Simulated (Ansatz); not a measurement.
Input file:

```yaml
crystal:
  periodic: [false, false, false]
  atoms:
    - {symbol: Al, position_ang: [0.000000, 0.000000, 0.000000]}
    - {symbol: C, position_ang: [0.000000, 0.000000, 3.699000]}
basis:
  gaussian: {orbitals: cc-pVDZ}
magnetization: {spin_polarized: true, initial_magnetization: 3}
hamiltonian: {xc: {name: PBE}}
output: {orbitals: {seedname: orbitals}}
```

```sh
$ ansatz run in.yaml --threads 1 --pin off --events-out ev --progress --plain --max-ram 2393MiB
```

**Question.** Roughly how long does this take on 1 thread of Arm Neoverse N1, shared host, and how much host memory?

**Answer.** 5 s wall and 0.15 GiB.

```
315 factors; integrals over basis functions are off by at most 6.3e-4 eV
mean field evaluation 1: about -7615.3310 eV, gradient 2.0e1 eV
mean field evaluation 2: about -7530.2910 eV, gradient 4.5e1 eV
mean field evaluation 4: about -7590.1725 eV, gradient 3.4e1 eV
mean field evaluation 8: about -7617.3908 eV, gradient 1.2e1 eV
mean field evaluation 16: about -7620.5945 eV, gradient 5.0e-5 eV
mean field evaluation 32: about -7620.5481 eV, gradient 1.8e0 eV
mean field evaluation 64: about -7617.4258 eV, gradient 1.2e1 eV
mean field evaluation 96: about -7620.5441 eV, gradient 8.5e-1 eV
mean field evaluation 128: about -7620.3629 eV, gradient 6.7e-1 eV
mean field -7620.59454800 eV, -280.0516842144 hartree, gradient 1.5e-5 eV, S^2 3.751276; 8 other end points of the search recorded, 0 dependent functions left out
reference -7620.59457967 eV, -280.0516853784 hartree; 11, 8 occupied and 21, 24 virtual orbitals, 315 factors
Total energy: -7620.59457967 eV, -280.0516853784 hartree
```
